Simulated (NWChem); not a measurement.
# NH (imidogen): UB3LYP/cc-pVDZ

Aim: the vertical ionisation energy of NH (imidogen) at UB3LYP/cc-pVDZ, from 2 runs. 

Program for the calculation: NWChem 7.3.0.

8 further runs of the same task are left out: 8 set aside as unsound or not needed.

## Step 1: The structure to begin with

The species is NH (2 atoms), meant as a triplet with charge 0. SMILES: `[NH]`. The bond length is the measured one.

Bond lengths: N1–H2 1.036 Å.

## Step 2: The energy at UB3LYP/cc-pVDZ

hn.nw reads:

```
start hn
title "HN B3LYP"
memory stack 880 mb heap 220 mb global 1100 mb
geometry noautosym nocenter noautoz
   N      0.000000     0.000000     0.000000
   H      0.000000     0.000000     1.036210
end
basis spherical bse
   * library cc-pVDZ
end
dft
   xc b3lyp
   mult 3
   grid medium
   convergence energy 1e-08
   iterations 100
   mulliken
   noprint "final vectors analysis"
end
task dft energy
```

On the command line:

```sh
$ nwchem hn.nw > hn.out
```

Log:

```text
[...]
          Wavefunction type:  spin polarized.
          No. of atoms     :     2
          No. of electrons :     8
[...]
          Charge           :     0
          Spin multiplicity:     3
[...]
          AO basis - number of functions:    19
[...]
              XC Information
              --------------
                         B3LYP Method XC Potential
                     Hartree-Fock (Exact) Exchange  0.200
                        Slater Exchange Functional  0.800 local
                    Becke 1988 Exchange Functional  0.720 non-local
              Lee-Yang-Parr Correlation Functional  0.810
                  VWN I RPA Correlation Functional  0.190 local
[...]
 d= 0,ls=0.0,diis     1    -55.2019209498 -5.88D+01  1.22D-02  5.80D-02     0.2
[...]
 d= 0,ls=0.0,diis     8    -55.2230835082 -1.05D-09  1.20D-06  1.92D-10     0.9
[...]
         Total DFT energy =      -55.223083508205
      One electron energy =      -81.712260082986
           Coulomb energy =       30.120212926449
    Exchange-Corr. energy =       -7.205833683287
 Nuclear repulsion energy =        3.574797331620
[...]
      Total Density - Mulliken Population Analysis
     ---------------------------------------------
    Atom       Charge   Shell Charges
 -----------   ------   -------------------------------------------------------
    1 N    7     7.11   2.01  0.87  0.98  2.03  1.22  0.01
    2 H    1     0.89   0.73  0.11  0.05
[...]
      <S2> =      2.0048 (Exact =     2.0000)
[...]
```

It took 1.6 s on 1 thread of Intel Xeon Platinum 8375C at 2.90GHz (Ice Lake), shared host; peak memory 0.1 GiB.

## Step 3: The doublet cation

hn.nw reads:

```
start hn
memory stack 880 mb heap 220 mb global 1100 mb
charge 1

geometry units angstroms noautosym nocenter noautoz
  N        0.000000       0.000000       0.000000
  H        0.000000       0.000000       1.036210
end

basis "ao basis" spherical bse
  * library cc-pVDZ
end

dft
  xc b3lyp
  mult 2
  grid medium
  convergence energy 1e-08
  iterations 100
  mulliken
  noprint "final vectors analysis"
end

task dft
```

On the command line:

```sh
$ nwchem hn.nw > hn.out
```

Log:

```text
[...]
          Wavefunction type:  spin polarized.
          No. of atoms     :     2
          No. of electrons :     7
[...]
          Charge           :     1
          Spin multiplicity:     2
[...]
          AO basis - number of functions:    19
[...]
              XC Information
              --------------
                         B3LYP Method XC Potential
                     Hartree-Fock (Exact) Exchange  0.200
                        Slater Exchange Functional  0.800 local
                    Becke 1988 Exchange Functional  0.720 non-local
              Lee-Yang-Parr Correlation Functional  0.810
                  VWN I RPA Correlation Functional  0.190 local
[...]
 d= 0,ls=0.0,diis     1    -54.7035972629 -5.83D+01  1.13D-02  6.33D-02     0.2
[...]
 d= 0,ls=0.0,diis     8    -54.7266269824 -7.09D-11  4.94D-07  4.48D-12     0.8
[...]
         Total DFT energy =      -54.726626982406
      One electron energy =      -77.631101931136
           Coulomb energy =       26.122514247118
    Exchange-Corr. energy =       -6.792836630009
 Nuclear repulsion energy =        3.574797331620
[...]
      Total Density - Mulliken Population Analysis
     ---------------------------------------------
    Atom       Charge   Shell Charges
 -----------   ------   -------------------------------------------------------
    1 N    7     6.30   2.01  1.01  0.87  1.74  0.66  0.01
    2 H    1     0.70   0.65  0.00  0.05
[...]
      <S2> =      0.7520 (Exact =     0.7500)
[...]
```

It took 1.5 s on 1 thread of Intel Xeon Platinum 8375C at 2.90GHz (Ice Lake), shared host; peak memory 0.1 GiB.

## Step 4: What came out

At UB3LYP/cc-pVDZ:

| quantity | value |
| --- | --- |
| triplet NH: total energy | -55.22308 Eh |
| triplet NH: dipole moment | 1.51 D |
| triplet NH: ⟨S²⟩ | 2.005 |
| doublet cation: total energy | -54.72663 Eh |
| doublet cation: ⟨S²⟩ | 0.752 |
| vertical ionisation energy (to the doublet cation) | 13.509 eV |

The vertical ionisation energy comes to 13.51 eV (312 kcal/mol).
